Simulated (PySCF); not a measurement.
# Vibration and rotation of LiB

PBE0 constants of LiB, ³Π (triplet), unpaired electrons σ ↑, π ↑ (Li def2-TZVP, B def2-TZVP; no relativity (PySCF 2.14); masses 7.0160 and 11.0093 u):

| Quantity | Value |
| --- | --- |
| ωe | 547.1 cm⁻¹ |
| ωexe | 6.12 cm⁻¹ |
| Be | 0.86691 cm⁻¹ |
| αe | 0.0136 cm⁻¹ |
| D (centrifugal) | 8.71e-06 cm⁻¹ |
| De to Li + B | 1.33 eV |

(1) Give the vibrational terms G(v) and spacings up to v = 6.

(2) How well does the Morse estimate ωe²/(4ωexe) reproduce De, and what is D0?

The state is the lowest determinant that a PBE0 search found; another state may lie lower at other levels.

Results:

(1) G(v) = ωe(v+½) − ωexe(v+½)².

```json
{"v": "0", "G(v) (cm⁻¹)": "272", "G(v) − G(v−1)": "", "Bv (cm⁻¹)": "0.8601"}
{"v": "1", "G(v) (cm⁻¹)": "807", "G(v) − G(v−1)": "535", "Bv (cm⁻¹)": "0.8465"}
{"v": "2", "G(v) (cm⁻¹)": "1330", "G(v) − G(v−1)": "523", "Bv (cm⁻¹)": "0.8329"}
{"v": "3", "G(v) (cm⁻¹)": "1840", "G(v) − G(v−1)": "510", "Bv (cm⁻¹)": "0.8193"}
{"v": "4", "G(v) (cm⁻¹)": "2338", "G(v) − G(v−1)": "498", "Bv (cm⁻¹)": "0.8057"}
{"v": "5", "G(v) (cm⁻¹)": "2824", "G(v) − G(v−1)": "486", "Bv (cm⁻¹)": "0.7921"}
{"v": "6", "G(v) (cm⁻¹)": "3298", "G(v) − G(v−1)": "474", "Bv (cm⁻¹)": "0.7785"}
```

(2) It gives 1.52 eV, 114 % of the computed De. D0 = De − G(0) = 1.33 − 0.03 = 1.30 eV.
